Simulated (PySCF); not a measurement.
**One molecule, a ladder of functionals, a line**

Molecule: ozone (SMILES O=[O+][O-]).

Molfile (atoms numbered from 1):
```
O3
     RDKit          3D

  3  2  0  0  0  0  0  0  0  0999 V2000
   -1.0464   -0.2436   -0.0040 O   0  0  0  0  0  0  0  0  0  0  0  0
   -0.0050    0.4182   -0.0234 O   0  0  0  0  0  0  0  0  0  0  0  0
    1.0743   -0.1797    0.0022 O   0  0  0  0  0  0  0  0  0  0  0  0
  1  2  2  0
  2  3  1  0
M  CHG  2   2   1   3  -1
M  END
```

GIAO shieldings (ppm, equivalent atoms averaged) in PySCF 2.14 on the PBE0-D3(BJ)/def2-SVP geometry, basis pcSseg-2, gas phase, non-relativistic:

| functional | exact exchange (%) | σ(O1/O3) | σ(O2) |
| --- | --- | --- | --- |
| BLYP | 0 | -1266.1 | -857.4 |
| BP86 | 0 | -1248.0 | -840.0 |
| PBE | 0 | -1255.2 | -841.9 |
| B3LYP | 20 | -1421.6 | -1033.3 |
| PBE0 | 25 | -1448.3 | -1063.3 |
| mPW1PW91 | 25 | -1455.3 | -1069.1 |
| HF | 100 | -2119.7 | -2114.6 |

Question: Fit each shielding as a line in the percentage of exact exchange.

Answer: σ(O1/O3) = -1249.5 − 8.63 x (rms 10.3 ppm); σ(O2) = -808.6 − 12.70 x (rms 44.4 ppm). The functionals also differ in their semilocal parts, which the line can't hold; Hartree–Fock has no correlation at all.

Question: What does the line predict for BHandHLYP (50 %), and what does the run give?

Answer: σ(O1/O3): -1681.0 predicted, -1659.7 computed; σ(O2): -1443.6 predicted, -1353.0 computed ppm.
